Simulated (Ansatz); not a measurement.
Two isomers of C4H6O: A = `CC1=COC1`, B = `C#CCOC`.

Program: Ansatz. Geometries: PBE0-D4/def2-TZVP. ΔE: electronic, gas phase. CCSD(T)/CBS is the MP2 limit (def2-TZVPP, def2-QZVPP) plus CCSD(T) − MP2 in def2-TZVPP, frozen cores. Functionals use def2-TZVPP. B3LYP here is the variant with VWN-RPA as its local correlation; programs differ in this. One conformer a species, not always the lowest.

(1) Which is lower in electronic energy at CCSD(T)/CBS, and by how much? (Estimate.)

(2) Give E(B) − E(A) in kJ/mol with CCSD(T)/def2-TZVPP, r2SCAN-D4, ωB97M-V, B2PLYP, B3LYP, PBE0-D4, MP2/def2-TZVPP. (An estimate is asked.)

Largest T1 diagnostic: 0.013.

Results:

(1) Ansatz gave: A, by 55.7 kJ/mol.

(2) Computed: CCSD(T)/def2-TZVPP 56.2, r2SCAN-D4 72.8, ωB97M-V 63.3, B2PLYP 50.7, B3LYP 51.9, PBE0-D4 82.6, MP2/def2-TZVPP 56.5. None reverses the order clearly.

In def2-TZVPP, CCSD(T) changes the Hartree–Fock value by +27.0 kJ/mol (the triples alone add +3.9 kJ/mol) and MP2 by +27.3 kJ/mol.
